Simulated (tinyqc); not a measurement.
UHF in the sto-3g basis, for BH3, spin multiplicity 1, step by step. One step of it, computed by the program tinyqc.

Question. Iteration 25 (converged): orbitals. Diagonalise F' = X^T F X, C = X C', fill 4 alpha and 4 beta electrons from the bottom; D(s) = C_occ C_occ^T. Each column has its largest component positive (the first on a tie).

converged F(alpha) (hartree), order 1B 1s, 1B 2s, 1B 2px, 1B 2py, 1B 2pz, 2H 1s, 3H 1s, 4H 1s:
$$\begin{pmatrix}
-7.418468 & -2.175833 & 0.000004 & 0.000000 & -0.000454 & -0.443335 & -0.443944 & -0.443944 \\
-2.175833 & -1.070042 & 0.000146 & -0.000001 & 0.004934 & -0.504527 & -0.504900 & -0.504900 \\
0.000004 & 0.000146 & -0.152121 & 0.000000 & -0.000006 & -0.377533 & 0.188914 & 0.188914 \\
0.000000 & -0.000001 & 0.000000 & -0.152198 & -0.000005 & 0.000000 & -0.327028 & 0.327028 \\
-0.000454 & 0.004934 & -0.000006 & -0.000005 & 0.242831 & 0.005174 & 0.005177 & 0.005183 \\
-0.443335 & -0.504527 & -0.377533 & 0.000000 & 0.005174 & -0.344870 & -0.114817 & -0.114817 \\
-0.443944 & -0.504900 & 0.188914 & -0.327028 & 0.005177 & -0.114817 & -0.345204 & -0.115014 \\
-0.443944 & -0.504900 & 0.188914 & 0.327028 & 0.005183 & -0.114817 & -0.115014 & -0.345207
\end{pmatrix}$$

converged F(beta) (hartree), order 1B 1s, 1B 2s, 1B 2px, 1B 2py, 1B 2pz, 2H 1s, 3H 1s, 4H 1s:
$$\begin{pmatrix}
-7.418468 & -2.175833 & 0.000004 & 0.000000 & -0.000454 & -0.443335 & -0.443944 & -0.443944 \\
-2.175833 & -1.070042 & 0.000146 & 0.000001 & 0.004934 & -0.504527 & -0.504900 & -0.504900 \\
0.000004 & 0.000146 & -0.152121 & 0.000000 & -0.000006 & -0.377533 & 0.188914 & 0.188914 \\
0.000000 & 0.000001 & 0.000000 & -0.152198 & 0.000005 & 0.000000 & -0.327028 & 0.327028 \\
-0.000454 & 0.004934 & -0.000006 & 0.000005 & 0.242831 & 0.005174 & 0.005183 & 0.005177 \\
-0.443335 & -0.504527 & -0.377533 & 0.000000 & 0.005174 & -0.344870 & -0.114817 & -0.114817 \\
-0.443944 & -0.504900 & 0.188914 & -0.327028 & 0.005183 & -0.114817 & -0.345207 & -0.115014 \\
-0.443944 & -0.504900 & 0.188914 & 0.327028 & 0.005177 & -0.114817 & -0.115014 & -0.345204
\end{pmatrix}$$

X, order 1B 1s, 1B 2s, 1B 2px, 1B 2py, 1B 2pz, 2H 1s, 3H 1s, 4H 1s:
$$\begin{pmatrix}
-0.375164 & 0.000000 & -0.000919 & 0.952848 & 0.113783 & 0.000000 & 0.000224 & 0.196609 \\
1.355508 & 0.000000 & 0.002492 & -0.026791 & 0.014486 & 0.000000 & 0.000418 & 0.479382 \\
-0.002648 & 0.000000 & 1.074437 & 0.000038 & -0.000001 & 0.000000 & 0.594562 & -0.000386 \\
0.000000 & 1.074489 & 0.000000 & 0.000000 & 0.000000 & 0.594628 & 0.000000 & 0.000000 \\
-0.023994 & 0.000000 & -0.000038 & -0.123261 & 0.992230 & 0.000000 & -0.000004 & -0.008336 \\
-0.651720 & 0.000000 & -0.944750 & -0.199335 & -0.023899 & 0.000000 & 0.451582 & 0.293389 \\
-0.655127 & -0.817332 & 0.470589 & -0.199138 & -0.023876 & 0.390858 & -0.225449 & 0.293866 \\
-0.655127 & 0.817332 & 0.470589 & -0.199138 & -0.023876 & -0.390858 & -0.225449 & 0.293866
\end{pmatrix}$$

Give: F' = X^T F X; orbital energies; coefficients C; F' = X^T F X; orbital energies; coefficients C; D(alpha) after iteration 25; D(beta) after iteration 25.

Answer.

F' = X^T F X (alpha) (hartree):
$$\begin{pmatrix}
0.4971 & 0.0000 & -0.0008 & 0.7476 & 0.0864 & 0.0000 & 0.0000 & 0.1842 \\
0.0000 & 0.6655 & 0.0000 & 0.0000 & 0.0000 & 0.0930 & 0.0000 & 0.0000 \\
-0.0008 & 0.0000 & 0.6655 & 0.0025 & 0.0003 & 0.0000 & 0.0930 & 0.0007 \\
0.7476 & 0.0000 & 0.0025 & -6.1997 & -0.8049 & 0.0000 & -0.0022 & -2.4220 \\
0.0864 & 0.0000 & 0.0003 & -0.8049 & 0.1422 & 0.0000 & -0.0003 & -0.3087 \\
0.0000 & 0.0930 & 0.0000 & 0.0000 & 0.0000 & -0.4282 & 0.0000 & 0.0000 \\
0.0000 & 0.0000 & 0.0930 & -0.0022 & -0.0003 & 0.0000 & -0.4282 & -0.0010 \\
0.1842 & 0.0000 & 0.0007 & -2.4220 & -0.3087 & 0.0000 & -0.0010 & -1.6719
\end{pmatrix}$$

orbital energies (alpha) (hartree): MO1 -7.4238, MO2 -0.6355, MO3 -0.4360, MO4 -0.4360, MO5 0.2427, MO6 0.5844, MO7 0.6733, MO8 0.6734

coefficients C (alpha), order 1B 1s, 1B 2s, 1B 2px, 1B 2py, 1B 2pz, 2H 1s, 3H 1s, 4H 1s:
$$\begin{pmatrix}
0.9912 & -0.2252 & 0.0000 & -0.0001 & -0.0088 & -0.2589 & 0.0010 & 0.0000 \\
0.0348 & 0.5914 & 0.0000 & 0.0004 & 0.0384 & 1.3099 & -0.0056 & 0.0000 \\
0.0000 & -0.0003 & 0.0041 & 0.5021 & 0.0000 & 0.0041 & 1.1206 & -0.0022 \\
0.0000 & 0.0000 & 0.5021 & -0.0041 & 0.0000 & 0.0000 & 0.0022 & 1.1207 \\
-0.0001 & -0.0032 & 0.0000 & 0.0000 & 0.9993 & -0.0422 & 0.0002 & 0.0000 \\
-0.0058 & 0.2778 & 0.0043 & 0.5293 & -0.0142 & -0.6937 & -0.8993 & 0.0018 \\
-0.0058 & 0.2781 & 0.4561 & -0.2681 & -0.0141 & -0.6888 & 0.4525 & -0.7824 \\
-0.0058 & 0.2782 & -0.4604 & -0.2607 & -0.0141 & -0.6888 & 0.4556 & 0.7806
\end{pmatrix}$$

F' = X^T F X (beta) (hartree):
$$\begin{pmatrix}
0.4971 & 0.0000 & -0.0008 & 0.7476 & 0.0864 & 0.0000 & 0.0000 & 0.1842 \\
0.0000 & 0.6655 & 0.0000 & 0.0000 & 0.0000 & 0.0930 & 0.0000 & 0.0000 \\
-0.0008 & 0.0000 & 0.6655 & 0.0025 & 0.0003 & 0.0000 & 0.0930 & 0.0007 \\
0.7476 & 0.0000 & 0.0025 & -6.1997 & -0.8049 & 0.0000 & -0.0022 & -2.4220 \\
0.0864 & 0.0000 & 0.0003 & -0.8049 & 0.1422 & 0.0000 & -0.0003 & -0.3087 \\
0.0000 & 0.0930 & 0.0000 & 0.0000 & 0.0000 & -0.4282 & 0.0000 & 0.0000 \\
0.0000 & 0.0000 & 0.0930 & -0.0022 & -0.0003 & 0.0000 & -0.4282 & -0.0010 \\
0.1842 & 0.0000 & 0.0007 & -2.4220 & -0.3087 & 0.0000 & -0.0010 & -1.6719
\end{pmatrix}$$

orbital energies (beta) (hartree): MO1 -7.4238, MO2 -0.6355, MO3 -0.4360, MO4 -0.4360, MO5 0.2427, MO6 0.5844, MO7 0.6733, MO8 0.6734

coefficients C (beta), order 1B 1s, 1B 2s, 1B 2px, 1B 2py, 1B 2pz, 2H 1s, 3H 1s, 4H 1s:
$$\begin{pmatrix}
0.9912 & -0.2252 & 0.0000 & -0.0001 & -0.0088 & -0.2589 & 0.0010 & 0.0000 \\
0.0348 & 0.5914 & 0.0000 & 0.0004 & 0.0384 & 1.3099 & -0.0056 & 0.0000 \\
0.0000 & -0.0003 & -0.0041 & 0.5021 & 0.0000 & 0.0041 & 1.1206 & 0.0022 \\
0.0000 & 0.0000 & 0.5021 & 0.0041 & 0.0000 & 0.0000 & -0.0022 & 1.1207 \\
-0.0001 & -0.0032 & 0.0000 & 0.0000 & 0.9993 & -0.0422 & 0.0002 & 0.0000 \\
-0.0058 & 0.2778 & -0.0043 & 0.5293 & -0.0142 & -0.6937 & -0.8993 & -0.0018 \\
-0.0058 & 0.2782 & 0.4604 & -0.2607 & -0.0141 & -0.6888 & 0.4556 & -0.7806 \\
-0.0058 & 0.2781 & -0.4561 & -0.2681 & -0.0141 & -0.6888 & 0.4525 & 0.7824
\end{pmatrix}$$

D(alpha) after iteration 25, order 1B 1s, 1B 2s, 1B 2px, 1B 2py, 1B 2pz, 2H 1s, 3H 1s, 4H 1s:
$$\begin{pmatrix}
1.0331 & -0.0986 & 0.0000 & 0.0000 & 0.0006 & -0.0683 & -0.0683 & -0.0683 \\
-0.0986 & 0.3509 & 0.0001 & 0.0000 & -0.0019 & 0.1643 & 0.1642 & 0.1642 \\
0.0000 & 0.0001 & 0.2521 & 0.0000 & 0.0000 & 0.2657 & -0.1328 & -0.1328 \\
0.0000 & 0.0000 & 0.0000 & 0.2521 & 0.0000 & 0.0000 & 0.2301 & -0.2301 \\
0.0006 & -0.0019 & 0.0000 & 0.0000 & 0.0000 & -0.0009 & -0.0009 & -0.0009 \\
-0.0683 & 0.1643 & 0.2657 & 0.0000 & -0.0009 & 0.3573 & -0.0626 & -0.0626 \\
-0.0683 & 0.1642 & -0.1328 & 0.2301 & -0.0009 & -0.0626 & 0.3573 & -0.0627 \\
-0.0683 & 0.1642 & -0.1328 & -0.2301 & -0.0009 & -0.0626 & -0.0627 & 0.3573
\end{pmatrix}$$

D(beta) after iteration 25, order 1B 1s, 1B 2s, 1B 2px, 1B 2py, 1B 2pz, 2H 1s, 3H 1s, 4H 1s:
$$\begin{pmatrix}
1.0331 & -0.0986 & 0.0000 & 0.0000 & 0.0006 & -0.0683 & -0.0683 & -0.0683 \\
-0.0986 & 0.3509 & 0.0001 & 0.0000 & -0.0019 & 0.1643 & 0.1642 & 0.1642 \\
0.0000 & 0.0001 & 0.2521 & 0.0000 & 0.0000 & 0.2657 & -0.1328 & -0.1328 \\
0.0000 & 0.0000 & 0.0000 & 0.2521 & 0.0000 & 0.0000 & 0.2301 & -0.2301 \\
0.0006 & -0.0019 & 0.0000 & 0.0000 & 0.0000 & -0.0009 & -0.0009 & -0.0009 \\
-0.0683 & 0.1643 & 0.2657 & 0.0000 & -0.0009 & 0.3573 & -0.0626 & -0.0626 \\
-0.0683 & 0.1642 & -0.1328 & 0.2301 & -0.0009 & -0.0626 & 0.3573 & -0.0627 \\
-0.0683 & 0.1642 & -0.1328 & -0.2301 & -0.0009 & -0.0626 & -0.0627 & 0.3573
\end{pmatrix}$$
